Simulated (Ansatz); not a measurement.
Geometry optimisation, RKS BLYP/def2-SVP (Ansatz 0.2.0).

input.yaml

```yaml
crystal:
  periodic: [false, false, false]
  atoms:
    - { symbol: Si, position_ang: [0.383397, 0.030082, -0.04446] }
    - { symbol: Cl, position_ang: [0.533884, -0.108755, 2.071562] }
    - { symbol: H, position_ang: [1.813161, 0.016018, -0.506764] }
    - { symbol: H, position_ang: [-0.223439, 1.327171, -0.457424] }
    - { symbol: H, position_ang: [-0.292378, -1.174056, -0.606859] }
    - { symbol: "N", position_ang: [-2.470569, 0.009954, 0.947806] }
    - { symbol: H, position_ang: [-3.213005, -0.676369, 0.743637] }
    - { symbol: H, position_ang: [-2.960907, 0.88342, 1.193045] }
    - { symbol: H, position_ang: [-2.020644, -0.307466, 1.83446] }
basis:
  gaussian: { orbitals: def2-SVP }
hamiltonian:
  xc: blyp
relax:
  f_tol: 0.03
  max_steps: 50
```

Run as:

```bash
$ ansatz run input.yaml --threads 1 --pin off --max-ram 2048MiB --backend cpu --events-out ev --progress --plain --runs-dir out
```

Question: Where does it end, and by what steps?

Answer: It converged. After 5 steps the energy has fallen by 0.020 eV; H9 moved furthest, 0.19 Å.

| step | energy less start (eV) | largest force component (eV/Å) | accepted |
| --- | --- | --- | --- |
| 0 | 0.0000 | 0.426 | yes |
| 1 | -0.0149 | 0.345 | yes |
| 2 | -0.0176 | 0.313 | yes |
| 3 | -0.0185 | 0.283 | yes |
| 4 | -0.0196 | 0.165 | yes |
| 5 | -0.0201 | 0.020 | yes |

```xyz
9
Properties=species:S:1:pos:R:3
Si 0.458 0.027 -0.053
Cl 0.660 -0.119 2.043
H 1.865 0.036 -0.580
H -0.193 1.314 -0.433
H -0.240 -1.172 -0.600
N -2.528 -0.002 0.994
H -3.266 -0.671 0.727
H -3.014 0.893 1.157
H -2.192 -0.305 1.920
```

The run took 17 s on 1 thread of Arm Neoverse V1, with other jobs on the host, peak memory 0.1 GiB.
